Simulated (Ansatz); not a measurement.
System: CH2, triplet: symmetric bend, bond length relaxed. Scanned: H-C-H angle. Other coordinates (C-H bond length) were minimised at PBE0/def2-TZVP.

Levels of theory: UKS-PBE/def2-TZVP = unrestricted PBE/def2-TZVP run with Ansatz (a quantum-chemistry and plane-wave program); UKS-PBE0/def2-TZVP = Ansatz with unrestricted PBE0/def2-TZVP; FCI/def2-TZVP = full CI/def2-TZVP, frozen core (Ansatz).

Energies relative to the lowest point of each profile, in mEh; the last columns give the error against full CI:

```json
[
 {"a / °": "170.69", "UKS-PBE/def2-TZVP": "6.0", "UKS-PBE0/def2-TZVP": "6.8", "FCI/def2-TZVP": "8.2", "UKS-PBE/def2-TZVP − FCI/def2-TZVP": "-2.2", "UKS-PBE0/def2-TZVP − FCI/def2-TZVP": "-1.4"},
 {"a / °": "163.67", "UKS-PBE/def2-TZVP": "4.8", "UKS-PBE0/def2-TZVP": "5.5", "FCI/def2-TZVP": "6.6", "UKS-PBE/def2-TZVP − FCI/def2-TZVP": "-1.8", "UKS-PBE0/def2-TZVP − FCI/def2-TZVP": "-1.1"},
 {"a / °": "155.26", "UKS-PBE/def2-TZVP": "2.9", "UKS-PBE0/def2-TZVP": "3.3", "FCI/def2-TZVP": "4.1", "UKS-PBE/def2-TZVP − FCI/def2-TZVP": "-1.2", "UKS-PBE0/def2-TZVP − FCI/def2-TZVP": "-0.8"},
 {"a / °": "146.64", "UKS-PBE/def2-TZVP": "1.0", "UKS-PBE0/def2-TZVP": "1.2", "FCI/def2-TZVP": "1.6", "UKS-PBE/def2-TZVP − FCI/def2-TZVP": "-0.6", "UKS-PBE0/def2-TZVP − FCI/def2-TZVP": "-0.4"},
 {"a / °": "138.49", "UKS-PBE/def2-TZVP": "0.0", "UKS-PBE0/def2-TZVP": "0.0", "FCI/def2-TZVP": "0.1", "UKS-PBE/def2-TZVP − FCI/def2-TZVP": "-0.1", "UKS-PBE0/def2-TZVP − FCI/def2-TZVP": "-0.1"},
 {"a / °": "130.01", "UKS-PBE/def2-TZVP": "0.3", "UKS-PBE0/def2-TZVP": "0.1", "FCI/def2-TZVP": "0.0", "UKS-PBE/def2-TZVP − FCI/def2-TZVP": "0.3", "UKS-PBE0/def2-TZVP − FCI/def2-TZVP": "0.1"},
 {"a / °": "123.31", "UKS-PBE/def2-TZVP": "1.8", "UKS-PBE0/def2-TZVP": "1.6", "FCI/def2-TZVP": "1.3", "UKS-PBE/def2-TZVP − FCI/def2-TZVP": "0.4", "UKS-PBE0/def2-TZVP − FCI/def2-TZVP": "0.3"},
 {"a / °": "117.98", "UKS-PBE/def2-TZVP": "4.0", "UKS-PBE0/def2-TZVP": "3.9", "FCI/def2-TZVP": "3.5", "UKS-PBE/def2-TZVP − FCI/def2-TZVP": "0.5", "UKS-PBE0/def2-TZVP − FCI/def2-TZVP": "0.4"},
 {"a / °": "108.16", "UKS-PBE/def2-TZVP": "10.7", "UKS-PBE0/def2-TZVP": "10.8", "FCI/def2-TZVP": "10.3", "UKS-PBE/def2-TZVP − FCI/def2-TZVP": "0.4", "UKS-PBE0/def2-TZVP − FCI/def2-TZVP": "0.5"},
 {"a / °": "101.81", "UKS-PBE/def2-TZVP": "17.1", "UKS-PBE0/def2-TZVP": "17.4", "FCI/def2-TZVP": "16.9", "UKS-PBE/def2-TZVP − FCI/def2-TZVP": "0.2", "UKS-PBE0/def2-TZVP − FCI/def2-TZVP": "0.5"},
 {"a / °": "90.02", "UKS-PBE/def2-TZVP": "33.9", "UKS-PBE0/def2-TZVP": "34.8", "FCI/def2-TZVP": "34.4", "UKS-PBE/def2-TZVP − FCI/def2-TZVP": "-0.5", "UKS-PBE0/def2-TZVP − FCI/def2-TZVP": "0.3"},
 {"a / °": "84.50", "UKS-PBE/def2-TZVP": "44.2", "UKS-PBE0/def2-TZVP": "45.4", "FCI/def2-TZVP": "45.2", "UKS-PBE/def2-TZVP − FCI/def2-TZVP": "-1.0", "UKS-PBE0/def2-TZVP − FCI/def2-TZVP": "0.2"},
 {"a / °": "76.72", "UKS-PBE/def2-TZVP": "61.5", "UKS-PBE0/def2-TZVP": "63.2", "FCI/def2-TZVP": "63.2", "UKS-PBE/def2-TZVP − FCI/def2-TZVP": "-1.7", "UKS-PBE0/def2-TZVP − FCI/def2-TZVP": "0.0"},
 {"a / °": "69.99", "UKS-PBE/def2-TZVP": "79.3", "UKS-PBE0/def2-TZVP": "81.6", "FCI/def2-TZVP": "81.8", "UKS-PBE/def2-TZVP − FCI/def2-TZVP": "-2.5", "UKS-PBE0/def2-TZVP − FCI/def2-TZVP": "-0.2"}
]
```

UKS-PBE/def2-TZVP is furthest from FCI/def2-TZVP at 69.99 (-2.5 mEh, below); its mean absolute error over the points is 0.9 mEh.

UKS-PBE0/def2-TZVP is furthest from FCI/def2-TZVP at 170.69 (-1.4 mEh, below); its mean absolute error over the points is 0.4 mEh.

The scan ran from 180.0 to 60.0; beyond the range shown the relaxed coordinates jump or full CI changes its symmetry label.
